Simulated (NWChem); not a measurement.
Correlation energy of nitrogen (N2)

```
N
N 1 1.1004
```
Charge 0, spin multiplicity 1.

All runs are NWChem calculations. Structure: optimised with B3LYP/def2-SVP, a minimum by its harmonic frequencies.

Basis set: def2-QZVP. Each correlation energy counts from its own Hartree-Fock reference.

The correlated methods keep 2 core orbitals frozen. No row is a measurement; the coupled-cluster row has its own basis-set and correlation limits.

```json
[
 {"method": "MP2", "correlation energy (mHa)": "-398.4"},
 {"method": "SCS-MP2", "correlation energy (mHa)": "?"},
 {"method": "CR-CCSD[T]", "correlation energy (mHa)": "-409.9"},
 {"method": "CR-CCSD(T)", "correlation energy (mHa)": "?"},
 {"method": "CCSD", "correlation energy (mHa)": "?"},
 {"method": "CCSD+T(CCSD)", "correlation energy (mHa)": "?"},
 {"method": "CCSD(T)", "correlation energy (mHa)": "-412.9"}
]
```

Question: What belongs in the gaps?

Answer: 
- SCS-MP2, correlation energy (mHa): -392.0
- CR-CCSD(T), correlation energy (mHa): -409.2
- CCSD, correlation energy (mHa): -392.7
- CCSD+T(CCSD), correlation energy (mHa): -413.8
